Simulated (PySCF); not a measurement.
C4H5S (doublet state).
Cartesian coordinates in Å at the GFN2-xTB level; atoms count from 1:
```
atom  x, y, z in Å
C1    -1.4260   -0.6501   -0.3991
C2    -0.4007   -0.3464    0.3748
C3     0.4726    0.8565    0.1675
C4     1.8458    0.5117   -0.1960
S5     2.7565   -0.7708   -0.1792
H6    -1.7266   -0.0189   -1.2197
H7    -2.0123   -1.5390   -0.2417
H8    -0.0989   -0.9967    1.1847
H9     0.0569    1.5126   -0.6040
H10    0.5415    1.4457    1.0903
```

The species is `C=CC[C]=S` [radical].

Computed with PySCF, UKS B3LYP, pcH-1 on C H S, non-relativistic, mean-field spin-orbit, GIAO. The structure is a single GFN2-xTB conformer in the gas phase; no vibrational or solvent corrections. Couplings are sensitive to structure, and on GFN2-xTB geometries they can be far from those on DFT ones.

Output of the driver script. Atoms in this output count from 0.

```
UKS, coarse grid
  cycle   1  E = -553.51024265  |g| = 2.59e-01
  cycle   2  E = -553.50045239  |g| = 2.86e-01
  cycle   3  E = -553.53816487  |g| = 1.03e-01
  cycle   4  E = -553.54215972  |g| = 5.41e-02
  cycle   5  E = -553.54385292  |g| = 8.72e-03
  cycle   6  E = -553.54389975  |g| = 4.51e-03
  cycle   7  E = -553.54391295  |g| = 2.24e-03
  cycle   8  E = -553.54391710  |g| = 8.06e-04
UKS, final grid
  cycle   1  E = -553.54394777  |g| = 8.65e-04
  cycle   2  E = -553.54394761  |g| = 1.43e-03
  cycle   3  E = -553.54394868  |g| = 2.39e-04
  cycle   4  E = -553.54394882  |g| = 2.36e-04
  cycle   5  E = -553.54394892  |g| = 1.85e-04
  cycle   6  E = -553.54394895  |g| = 1.92e-05
  cycle   7  E = -553.54394895  |g| = 1.17e-05
E = -553.54394895 Eh   <S^2> = 0.7548 (exact 0.7500)
g shifts (ppm)      1          2          3
  rmc          -192       -192       -192
  gc             43          2        -43
  oz_so      -33238       -622       6735
  total      -33387       -812       6499
hyperfine (MHz)  atom isotope    a_iso     a_fc   dipolar eigenvalues
    0   13C       1.72       1.72     -1.55     -0.61      2.16
    1   13C      27.93      27.93     -4.83     -3.99      8.82
    2   13C      50.53      50.53     -6.35     -5.66     12.01
    3   13C     281.00     281.00    -58.29    -51.00    109.29
    4   33S      12.58      12.58    -39.79    -33.29     73.08
    5    1H       1.51       1.51     -1.38     -0.58      1.96
    6    1H       4.98       4.98     -1.21     -0.84      2.05
    7    1H      -0.36      -0.36     -3.23     -0.53      3.76
    8    1H      21.77      21.77     -6.52     -4.78     11.30
    9    1H      -0.23      -0.23     -6.27     -4.35     10.62
```

**Question.** The SCF converged. Which of these numbers needs a check, and why?

**Answer.** The largest g shift is -0.033, past the limit of 0.03 at which the run flags a species of elements up to argon. The orbital-Zeeman/spin–orbit term is second order, a sum of spin–orbit matrix elements over excitation energies, so it grows and becomes less reliable as an excited state comes close; a shift of this size calls for a check with another method. The contact and dipolar couplings don't rest on that expansion, but they belong to the state that the SCF found, and a close-lying state with the spin in another orbital would have other couplings; no stability test was run. The run left out the spin–orbit part of the hyperfine coupling.

**Question.** Where is the spin in this solution (atoms counted from 1)?

**Answer.** Largest spin populations (Mulliken): C4 (+0.64) and S5 (+0.32). ⟨S²⟩ = 0.7548 against the exact 0.7500, so spin contamination is small. 

**Question.** Average a_iso over equivalent nuclei, turn it into first-order splittings with g = 2.0023, and give the multiplets for abundant isotopes (0.05 mT or more).

**Answer.** 
```
nuclei (from 1)  isotope    I         position  a_iso (MHz)  |a| (mT)    splits into
         H9/H10       1H  1/2  2 bonds from C4         10.8      0.38  1:2:1 triplet
             H7       1H  1/2  4 bonds from C4          5.0      0.18    1:1 doublet
             H6       1H  1/2  4 bonds from C4          1.5      0.05    1:1 doublet
```

Means are taken over nuclei equivalent by connectivity, which assumes that they swap fast. The 1H value of +10.8 MHz is a mean of couplings from -0.2 to 21.8 MHz in this one geometry, not an average over conformers.
